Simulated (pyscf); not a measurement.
PySCF, gas phase, ωB97X-D3(BJ)/def2-SVP geometries.

SMILES: B(OC(C)(C)C)(O)O
```xyz
19

C      0.7510     1.7333     0.5078
C     -0.0613     1.1867    -0.6689
C      0.8217     0.9529    -1.8973
C     -1.2111     2.1340    -1.0101
O     -0.6965    -0.0452    -0.2879
B     -0.0692    -1.1908     0.1025
O     -0.8375    -2.2809     0.4334
O      1.2965    -1.3027     0.1795
H      1.5752     1.0527     0.7621
H      0.1026     1.8497     1.3905
H      1.1725     2.7189     0.2558
H      1.2459     1.9060    -2.2497
H      1.6465     0.2671    -1.6594
H      0.2234     0.5176    -2.7132
H     -1.8151     1.7171    -1.8305
H     -1.8644     2.2683    -0.1343
H     -0.8276     3.1186    -1.3189
H     -1.7751    -2.0797     0.3398
H      1.5481    -2.1853     0.4729
```

**Question.** How much does it cost (ΔH, 298 K, ωB97M-D3(BJ)/def2-TZVP) to split H₃C–C(CH₃)(CH₃)–O–B(OH)–OH (SMILES CC(C)(C)OB(O)O) at its C–O bond into H₃C–C•(CH₃)–CH₃ + •O–B(OH)–OH?

**Answer.** C–O to H₃C–C•(CH₃)–CH₃ + •O–B(OH)–OH: 4.09 eV. The 7 functionals that were run give +3.71 (r²SCAN) to +4.22 eV (M06-2X). The radicals are drawn with the spin at the cut bond; how far it spreads was not checked. Other isomers of H₃C–C•(CH₃)–CH₃, •O–B(OH)–OH were not searched in full and may lie lower.
